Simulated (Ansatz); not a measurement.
Geometry optimisation, RKS PBE0-D4/def2-SVP (Ansatz 0.2.0).

input.yaml

```yaml
crystal:
  periodic: [false, false, false]
  atoms:
    - { symbol: B, position_ang: [-0.972724, -7.0e-06, 0.319074] }
    - { symbol: H, position_ang: [1.321146, 1.3e-05, 0.978805] }
    - { symbol: H, position_ang: [1.41795, -1.3e-05, 0.264575] }
    - { symbol: H, position_ang: [-0.553872, 7.0e-06, -0.862355] }
basis:
  gaussian: { orbitals: def2-SVP }
hamiltonian:
  xc: pbe0
  dispersion: d4
relax:
  f_tol: 0.03
  max_steps: 50
output:
  orbitals: {}
```

Launched with:

```bash
$ ansatz run input.yaml --threads 1 --pin off --max-ram 2048MiB --backend cpu --events-out ev --progress --plain --runs-dir out
```

Problem. Where does it end, and by what steps?

Solution. The forces met the threshold. After 13 steps the energy has fallen by 4.151 eV; B1 moved furthest, 1.28 Å. Parted: H2–H3 (0.72 → 2.09 Å). Joined: B1–H2 (2.39 → 1.21 Å), B1–H3 (2.39 → 1.21 Å).

```json
{"step": "0", "energy less start (eV)": "0.0000", "largest force component (eV/Å)": "1.833", "accepted": "yes"}
{"step": "1", "energy less start (eV)": "-0.0670", "largest force component (eV/Å)": "0.543", "accepted": "yes"}
{"step": "2", "energy less start (eV)": "-0.1544", "largest force component (eV/Å)": "0.318", "accepted": "yes"}
{"step": "3", "energy less start (eV)": "-0.2320", "largest force component (eV/Å)": "0.584", "accepted": "yes"}
{"step": "4", "energy less start (eV)": "-0.2761", "largest force component (eV/Å)": "0.574", "accepted": "yes"}
{"step": "5", "energy less start (eV)": "-0.4713", "largest force component (eV/Å)": "1.883", "accepted": "yes"}
{"step": "6", "energy less start (eV)": "-0.5801", "largest force component (eV/Å)": "3.976", "accepted": "yes"}
{"step": "7", "energy less start (eV)": "-1.4241", "largest force component (eV/Å)": "3.892", "accepted": "yes"}
{"step": "8", "energy less start (eV)": "-2.5763", "largest force component (eV/Å)": "2.229", "accepted": "yes"}
{"step": "9", "energy less start (eV)": "-3.3729", "largest force component (eV/Å)": "3.001", "accepted": "yes"}
{"step": "10", "energy less start (eV)": "-4.0814", "largest force component (eV/Å)": "0.857", "accepted": "yes"}
{"step": "11", "energy less start (eV)": "-4.1506", "largest force component (eV/Å)": "0.078", "accepted": "yes"}
{"step": "12", "energy less start (eV)": "-4.1507", "largest force component (eV/Å)": "0.049", "accepted": "yes"}
{"step": "13", "energy less start (eV)": "-4.1508", "largest force component (eV/Å)": "0.000", "accepted": "yes"}
```

```xyz
4
Properties=species:S:1:pos:R:3
B 0.303 0.000 0.175
H 0.215 0.000 1.378
H 1.389 0.000 -0.350
H -0.695 0.000 -0.503
```

Whether the end is a true minimum wasn't checked by a vibrational analysis.

The run took 3.9 s on 1 thread of Arm Neoverse V2, on a shared host, peak memory 0.08 GiB.
